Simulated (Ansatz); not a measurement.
Results of LDA (PAW; Ansatz, a program for electronic structure) for bcc Ta.

Numerical settings: plane-wave cutoff 520 eV, 24×24×24 k mesh, Fermi–Dirac smearing 0.05 eV, scalar-relativistic PAW data made under PBE.

Computed at the level's own relaxed cell.

Estimate the equilibrium volume per atom, bulk modulus B0, lattice parameter a and pressure derivative B′ of the bulk modulus that the calculation returns.


- equilibrium volume per atom: 17.21 Å³/atom
- bulk modulus B0: 220 GPa
- lattice parameter a: 3.253 Å
- pressure derivative B′ of the bulk modulus: 3.9

The run finds no gap.

Measured, for comparison: equilibrium volume per atom 17.95 Å³/atom, lattice constant a 3.299 Å (static lattice: zero-point anharmonic expansion removed; as tabulated in Mejia-Rodriguez and Trickey (2018), arXiv:1807.09216); bulk modulus 198 GPa (corrected for temperature and zero-point phonon effects, our sources range from 194 to 203; as tabulated in Levämäki et al. (2014), arXiv:1402.3671). Computed (rounded) less measured: equilibrium volume per atom -4.1 %, bulk modulus +11 % (+8 % to +13 % over the range), lattice constant a -1.4 %.

Spin–orbit coupling is not included.

Static lattice: no zero-point or thermal effects.
